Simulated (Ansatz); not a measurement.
A made-up structure of CH4B (charge -1), closed shell:

B1  (-0.022, 0.739, -0.051)
C2  (0.021, -0.708, 0.049)
H3  (0.894, -1.264, -0.181)
H4  (-0.817, -1.279, 0.357)
H5  (0.871, 1.383, -0.382)
H6  (-0.954, 1.368, 0.192)
(Å)

It is relaxed with PBE-D4/def2-SVPD and then PBE0-D4/def2-TZVPD (Ansatz 0.2.0). Atoms count as bonded within 1.22 times the sum of their covalent radii (H–H: 0.88 Å). The end point is not checked to be a true minimum.

Q: Does its bonding change? (A judgement: the text doesn't fix the answer.)

A: Computed: No: no bond forms or breaks.

Where it ends: The first stage lowers the energy by 0.30 eV in 5 steps. It ends as CH₄B ([BH2][CH2]), total charge -1:
```
atom    x (Å)    y (Å)    z (Å)
  B1  -0.0227   0.7481  -0.0516
  C2   0.0212  -0.6992   0.0483
  H3   0.9077  -1.2972  -0.1831
  H4  -0.8287  -1.3121   0.3633
  H5   0.9475   1.4080  -0.4082
  H6  -1.0323   1.3911   0.2149
```

Labels in which every atom is bracketed show which atoms are joined, not bond orders.

For scale, one of the runs: PBE0-D4/def2-TZVPD relaxation, 110 basis functions, launched by `ansatz run in.yaml --threads 2 --pin off --events-out ev --progress --plain --max-ram 4352MiB`. Hardware: 2 CPU threads of an Arm Neoverse V2, shared host. Wall time about 4.8 s.
